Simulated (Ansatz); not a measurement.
# CH₂N (doublet): the correlation ladder at distance H1–H2 along a hydrogen transfer = 0.898 Å, cc-pVDZ

Aim: climb from Hartree-Fock through coupled cluster and multireference methods for CH₂N (doublet) at one geometry and basis, and see what each rung misses.

Computed with Ansatz 0.2.0, Gaussian basis. Level: cc-pVDZ, core rule «outside noble gas», up to 2 orbitals frozen.

To be run: UHF; CCSD(T) on ROHF; CCSD(T) on UHF; BCCD(T) on ROHF; CISD; CCSDT(Q) on ROHF; CCSDT(Q) on UHF; CASSCF and MRCISD+Q, 3 electrons in 3 orbitals; CASSCF and NEVPT2, 3 electrons in 3 orbitals; CASSCF and MRCISD+Q, 11 electrons in 10 orbitals; CASSCF and NEVPT2, 11 electrons in 10 orbitals.

6 further runs of the same task are left out: 1 for a known fault of the program, 1 for a mislabelled method, 4 that didn't finish.

## (1) What is computed

The geometry derives from fragments relaxed apart (PBE0/def2-TZVP) and kept rigid, so it is no stationary point. A hydrogen atom is moved between rigid fragments.

4 atoms, charge 0, spin multiplicity 2.

Atoms are counted from 1 here; the program's logs count them from 0.

Bond lengths: H2–C4 1.205 Å, N3–C4 1.160 Å. Angles: H2–C4–N3 180.0°.

## (2) UHF

Contents of in.yaml:

```yaml
crystal:
  periodic: [false, false, false]
  atoms:
    - {symbol: H, position_ang: [0.000000, 0.000000, -1.566021]}
    - {symbol: H, position_ang: [0.000000, 0.000000, -0.668021]}
    - {symbol: N, position_ang: [0.000000, 0.000000, 1.697063]}
    - {symbol: C, position_ang: [0.000000, 0.000000, 0.536979]}
basis:
  gaussian: {orbitals: cc-pVDZ}
magnetization: {spin_polarized: true, initial_magnetization: 1}
hamiltonian: {xc: hf}
output: {orbitals: {seedname: orbitals}}
```

Command:

```
> ansatz run in.yaml --threads 1 --pin off --events-out ev --progress --plain --max-ram 2393MiB
```

Further steps of the session: CCSD(T) on ROHF; CCSD(T) on UHF; BCCD(T) on ROHF; CISD; CCSDT(Q) on ROHF; CCSDT(Q) on UHF; CASSCF and MRCISD+Q, 3 electrons in 3 orbitals; CASSCF and NEVPT2, 3 electrons in 3 orbitals; CASSCF and MRCISD+Q, 11 electrons in 10 orbitals; CASSCF and NEVPT2, 11 electrons in 10 orbitals.

Q: Predict the results of all the runs planned. Wanted: UCCSDT(Q) below the RHF energy; RMP2 from UCCSDT(Q); UMP2 from UCCSDT(Q); RCCSD from UCCSDT(Q); RCCSD(T) from UCCSDT(Q); UCCSD(T) from UCCSDT(Q); RCCSDT(Q) from UCCSDT(Q); NEVPT2 pair from UCCSDT(Q); MRCISD+Q pair from UCCSDT(Q).

**Answer**, as computed:

| quantity | value |
| --- | --- |
| UCCSDT(Q) below the RHF energy | -8.9739 eV |
| RMP2 from UCCSDT(Q) | +71.8 kJ/mol |
| UMP2 from UCCSDT(Q) | +110.2 kJ/mol |
| RCCSD from UCCSDT(Q) | +40.2 kJ/mol |
| RCCSD(T) from UCCSDT(Q) | +5.0 kJ/mol |
| UCCSD(T) from UCCSDT(Q) | +6.6 kJ/mol |
| RCCSDT(Q) from UCCSDT(Q) | 0.0 kJ/mol |
| NEVPT2 pair from UCCSDT(Q) | +73.9 kJ/mol |
| MRCISD+Q pair from UCCSDT(Q) | +18.0 kJ/mol |
| NEVPT2 valence from UCCSDT(Q) | +86.6 kJ/mol |
| levels within 1 kcal/mol (43 meV) | RCCSDT, UCCSDT, RCCSDT(Q), MRCISD+Q valence |
| T1 diagnostic | 0.027 |
| effectively unpaired electrons | 1.08 |

RCCSD(T) lands +5.0 kJ/mol from the yardstick (0.6 % of the correlation energy). One determinant dominates. Of the multireference levels listed MRCISD+Q valence comes nearest in total energy (+2.1 kJ/mol), which doesn't show that its space is the better one. These misses are within one basis, not against nature; the frozen cores of restricted and unrestricted runs differ, which can shift their rows.
